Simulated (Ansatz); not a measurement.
C2H5Si (`C=C[SiH2]`) radical. Total charge 0; spin multiplicity 2.

```xyz
8

C    -0.578    0.619   -1.047
C    -0.150   -0.458   -0.378
Si    0.335   -0.442    1.394
H    -0.616    1.602   -0.586
H    -0.903    0.562   -2.082
H    -0.147   -1.415   -0.896
H     0.632    0.932    1.882
H     1.426   -1.400    1.712
```

Problem. What are the harmonic wavenumbers in cm⁻¹ at PBE0-D4/def2-TZVP (Ansatz, finite differences of forces, unscaled)? (Best estimate.)

Solution. The calculation gave: 203, 270, 448, 605, 644, 720, 912, 968, 1018, 1029, 1287, 1424, 1612, 2204, 2233, 3134, 3145, 3220.

Problem. Is this a minimum?

Solution. Yes, all 18 modes are real.

Problem. Give the ideal-gas thermochemistry at 298.15 K and 1 bar (rigid rotor, harmonic oscillator; point group C1, symmetry number 1).

Solution. Zero-point energy 150.0 kJ/mol; H(298) − E = 164.8 kJ/mol; entropy 287.5 J/(mol·K), of which translation 159.3, rotation 97.0, vibration 25.4, electronic 5.8; G(298) − E = 79.1 kJ/mol.
